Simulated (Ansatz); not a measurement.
# HAlSi, triplet: stretch scan

Starting geometry (PBE0/def2-TZVP stationary point for this spin, not checked as a minimum):

```xyz
3

Si    0.0000    0.0000    2.0886
Al    0.0000    0.0000   -0.2449
H     0.0000    0.0000   -1.8437
```

From there Al2, H3 move together along the line of the two atoms named below, all else staying in place; atoms are numbered as listed. Energies are in kJ/mol, counted from the starting geometry at the same level. Kohn–Sham curves are unrestricted where that lies lower.

Basis 6-31G; Ansatz 0.2.0. Correlated methods freeze the noble-gas cores.

Full CI is exact within this basis and frozen core; it isn't the basis-set limit.

| distance Si1-Al2 (Å) | SPW92 |
| --- | --- |
| 1.890 | 222.9 |
| 2.106 | 54.3 |
| 2.333 | 0.0 |
| 2.557 | 5.9 |
| 2.847 | 48.0 |
| 3.233 | 113.7 |
| 3.724 | 177.4 |
| 4.372 | 221.1 |
| 5.052 | 239.4 |
| 6.404 | 249.3 |
| 7.962 | 250.9 |

Question: Estimate the full CI curve in 6-31G from this one, knowing how SPW92 errs.

Answer: The computed full CI values, in kJ/mol from the starting point, and the error of SPW92 against them:
```
distance Si1-Al2 (Å)  full CI  SPW92 less full CI
               1.890    255.2               -32.3
               2.106     68.3               -14.0
               2.333      0.0                 0.0
               2.557     -5.1                11.1
               2.847     23.2                24.8
               3.233     67.5                46.2
               3.724    101.4                75.9
               4.372    119.2               101.9
               5.052    126.1               113.2
               6.404    130.3               119.0
               7.962    131.3               119.6
```

SPW92 at 7.962 Å lies 119.6 kJ/mol (91 %) above the reference in this basis.

In so small a basis the reference is far from its limit while semilocal and hybrid functionals are nearer theirs, so the functionals' errors here hold much of the reference's basis and frozen-core error, which can add to them or hide them.
